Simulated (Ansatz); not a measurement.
Lu, hcp: how the functional moves the structure

All rows: Ansatz, plane waves with scalar-relativistic PAW, 420 eV (500 eV for the SCAN forms), relaxed under each functional, no dispersion correction, no zero-point motion. B₀ comes from uniform scaling at fixed shape; a dash is a value not given.

The measured cell (COD entry 9010998) has a = 3.503 Å, c = 5.551 Å (c/a = 1.585), 29.50 Å³/atom.

| functional | V (Å³/atom) | cell | B₀ (GPa) | magnetic state |
| --- | --- | --- | --- | --- |
| PBE | 29.17 | a = 3.507 Å, c = 5.477 Å (c/a = 1.562) | 46 | spin not included |
| r²SCAN | 29.09 | a = 3.505 Å, c = 5.470 Å (c/a = 1.561) | 47 | spin not included |
| PBEsol | 27.54 | a = 3.444 Å, c = 5.362 Å (c/a = 1.557) | 50 | spin not included |
| revPBE | 30.18 | a = 3.543 Å, c = 5.552 Å (c/a = 1.567) | 44 | spin not included |
| RPBE | 30.55 | a = 3.556 Å, c = 5.579 Å (c/a = 1.569) | 43 | spin not included |
| BLYP | 29.85 | a = 3.538 Å, c = 5.507 Å (c/a = 1.557) | 45 | spin not included |

Q: What does LDA give?

A: V (Å³/atom): 26.02; cell: a = 3.382 Å, c = 5.252 Å (c/a = 1.553); B₀ (GPa): 55; magnetic state: spin not included.
